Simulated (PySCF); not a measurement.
Gas-phase reaction: 3 SiF(OH)3 → SiF3OH + 2 Si(OH)4

Method: PySCF energies plus ideal-gas RRHO corrections (1 bar). † marks an energy on the PBE0/def2-TZVP geometry and frequencies. MP2 freezes the core. All species are closed-shell singlets. SiF(OH)3, SiF3OH: computed as isolated molecules; such fragments, hydroxides, amides, oligomers or adducts are transient or little studied in the gas. MP2 isn't extrapolated to the basis-set limit.

HF/def2-TZVP† gives ΔH°(298 K) = 9 kJ.

Task: What do MP2/def2-TZVPP†, LDA/def2-TZVP†, ωB97M-V/def2-TZVP† give?

Result: MP2/def2-TZVPP†: 4 kJ; LDA/def2-TZVP†: 6 kJ; ωB97M-V/def2-TZVP†: 6 kJ. For scale, ΔH°(298 K) is 9 kJ at this level, 6 kJ at ωB97M-V/def2-TZVP†, and runs from 4 to 40 kJ over the 20 levels computed.
